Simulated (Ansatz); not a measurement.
CH3O (SMILES C[O]) moved off its minimum; all values from Ansatz (a first-principles code), cores frozen in correlated methods. Open shells are unrestricted.
(charge 0, multiplicity 2)
```xyz
5

C     -0.5725     0.0722     0.0885
O      0.7601    -0.1332    -0.0757
H     -0.9276     0.0058     1.1123
H     -0.7933     1.1257    -0.2890
H     -1.1639    -0.5880    -0.6469
```

Give the forces (eV/Å), the total energy and the dipole at CCSD(T)/cc-pVTZ.


```json
[
 {"atom": "C1", "Fx": "-1.021", "Fy": "0.280", "Fz": "-1.671"},
 {"atom": "O2", "Fx": "0.346", "Fy": "0.009", "Fz": "0.051"},
 {"atom": "H3", "Fx": "-0.144", "Fy": "-0.170", "Fz": "0.224"},
 {"atom": "H4", "Fx": "0.248", "Fy": "-0.862", "Fz": "0.321"},
 {"atom": "H5", "Fx": "0.571", "Fy": "0.744", "Fz": "1.075"}
]
```
Energy -114.8721 hartree, dipole 1.93 D.
